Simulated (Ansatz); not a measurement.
# CoIr: computed properties

All numbers below come from DFT r2SCAN, scalar-relativistic, plane waves, PAW (Ansatz).

Cutoff 500 eV; k points 18×18×18 on the computed 2-atom cell (Γ-centred); Gaussian smearing, width 0.10 eV; collinear spin from starting moments 2.37 0.64 μB.

The structure is relaxed at this level of theory with its symmetry kept. Whether it is the stable form of this composition wasn't checked.

```xyz
2
Lattice="1.3295 0.7676 4.2267 -1.3295 0.7676 4.2267 0.0000 -1.5351 4.2267" Properties=species:S:1:pos:R:3 pbc="T T T"
Co    0.0000    0.0000    0.0000
Ir    0.0000    0.0000    6.3400
```

```
Space group                                                       : R-3m (No. 166)
Volume per atom                                                   : 12.94 Å³
Formation energy from the elements' standard states (uncorrected) : +0.041 eV/atom
Generalised Kohn–Sham band gap                                    : none (metal)
Density of states at the Fermi level                              : 2.33 states/eV per cell
Löwdin character within 0.5 eV of the Fermi level                 : Co 3d 56 %, Ir 5d 37 %
Bader charges (e)                                                 : Co (1 in the cell) 0.42, Ir (1 in the cell) -0.42
Total moment                                                      : 2.63 μB per cell
Site moments (μB; atoms counted from 1 over the whole cell)       : Co (atom 1) 2.15, Ir (atom 2) 0.58
```

The state reached may not be the lowest one. Spin-orbit coupling is left out, which matters for the bands of heavy elements.

Only this magnetic start was tried.

Cost: 1 run of about 4 core-minutes, on Arm Neoverse V1 (shared hosts).